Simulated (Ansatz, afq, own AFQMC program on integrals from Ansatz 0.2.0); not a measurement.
Two steps: Ansatz 0.2.0 writes the Fock matrix and Cholesky factors of the valence space, and afq projects on them the lowest state that overlaps trial and start.

```yaml
crystal:
  periodic: [false, false, false]
  atoms:
    - {symbol: Cl, position_ang: [0.000000, 0.000000, 0.000000]}
basis:
  gaussian: {orbitals: def2-SVP}
magnetization: {spin_polarized: true, initial_magnetization: 1}
correlation: {method: ccsd_t, electrons: outside_noble_gas, hamiltonian_folder: ham}
```

```sh
$ ansatz run in.yaml --threads 1 --pin off --events-out ev --progress --plain --max-ram 24576MiB --backend cuda --devices 0, --max-vram 18GiB
```

afq runs on the folder ham with

```
--method free --trial cisd --walkers 4000 --time-step 0.03 --max-blocks 4000 --target-error 0.00019 --factor-cut 1e-05 --seed 1209 --times 0,0.3,0.6,1.2,1.8,2.4,3.6,4.8,6 --taylor-order 8
```

Times are imaginary, in 1/Eh. The walk had a cap of 61 s.

Log:

```
orbitals 13  electrons 4 3  factors 74 of 98
reference energy -459.31930333 Eh
CCSD correlation -0.12566438 Eh in 7 cycles, weight of the determinant in the CISD state 0.9535
repeat  energy at the last time / Eh  error
    10  -459.446321  0.000025
    20  -459.446297  0.000017
    30  -459.446305  0.000017
time / (1/Eh)  energy / Eh  error  mean overlap
  0.00  -459.444972  0.000007  1.0489
  0.30  -459.445911  0.000010  1.0483
  0.60  -459.446180  0.000011  1.0479
  1.20  -459.446303  0.000012  1.0487
  1.80  -459.446325  0.000013  1.0477
  2.40  -459.446329  0.000015  1.0462
  3.60  -459.446320  0.000016  1.0482
  4.80  -459.446298  0.000024  1.0506
  6.00  -459.446302  0.000016  1.0563
energy -459.446302 +/- 0.000016 Eh
```

The run passed its tests (error under three times the target), which doesn't prove that it has relaxed.

Against this walk (error 0.4 meV) on the same determinant: CCSD(T) 8.4 meV higher, CCSDT(Q) 0.3 meV higher (within the noise), CCSDTQ 0.1 meV lower (within the noise), full CI 0.2 meV lower (within the noise). The error is statistical, and a free projection of finite length keeps a remainder of its start.

Cautions: remainder of the start not in the error.

The walk took 22 s on 1 × NVIDIA H100 80GB HBM3 with 1 thread of AMD EPYC 7R13 Processor (Zen 3), with other jobs on the host (the card was shared). The log's last line is the free-projection energy.

CCSDT and higher add their correlation energy to the determinant of the CCSD(T) run, since their own runs factorise the integrals more tightly (a shift of under 2 meV). A walk keeps the symmetry of its determinant, which the program's search chose and which needn't be the lowest solution, so a lower state of the same spin and another symmetry isn't excluded.
